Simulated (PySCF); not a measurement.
Isomers of C6H4O2. The calculation used PBE0-D3(BJ)/def2-SVP geometry optimisation, gas phase (PySCF). Energies are electronic, without zero-point or thermal terms, for one conformer each. No frequencies were run at this level. Point groups hold within 0.08 Å.

**Question.** Order them by energy at this level, lowest first, and give relative energies in kcal/mol.
A. `c1cc2occc2o1`
B. benzoquinone (`O=C1C=CC(=O)C=C1`)
C. o-benzoquinone, `O=C1C=CC=CC1=O`

**Answer.** B (0.0), C (6.6), A (10.6).

As drawn, the lowest has a C=O bond and a C=C bond outside aromatic rings, which the highest lacks; the highest has an aromatic ring, which the lowest lacks.

| SMILES | E (Eh) | E rel (kcal/mol) | dipole (D) | point group | A, B, C (MHz) |
| --- | --- | --- | --- | --- | --- |
| O=C1C=CC(=O)C=C1 | -380.75150 | 0.0 | 0.01 | D2h | 5261, 1659, 1261 |
| O=C1C=CC=CC1=O | -380.74093 | 6.6 | 5.20 | C2v | 3276, 2444, 1400 |
| c1cc2occc2o1 | -380.73462 | 10.6 | 0.00 | C2h | 5429, 2266, 1599 |

**Question.** How do the relative energies change in single points at PBE0/pcSseg-1 (no added dispersion term) on the same geometries?

**Answer.** 
```tsv
SMILES	PBE0-D3(BJ)/def2-SVP (kcal/mol)	PBE0/pcSseg-1 (kcal/mol)	shift
O=C1C=CC(=O)C=C1	0.0	0.0	0.0
O=C1C=CC=CC1=O	6.6	7.2	+0.6
c1cc2occc2o1	10.6	15.1	+4.5
```

Each column counts from its own lowest isomer. The order is unchanged; the largest shift is 4.5 kcal/mol.

**Question.** As an exercise, what shares would exp(−E/RT) give at 2000 K from these electronic energies alone (no entropy, no degeneracies)?

**Answer.** RT = 3.974 kcal/mol: O=C1C=CC(=O)C=C1 79.5 %, O=C1C=CC=CC1=O 15.0 %, c1cc2occc2o1 5.5 %.
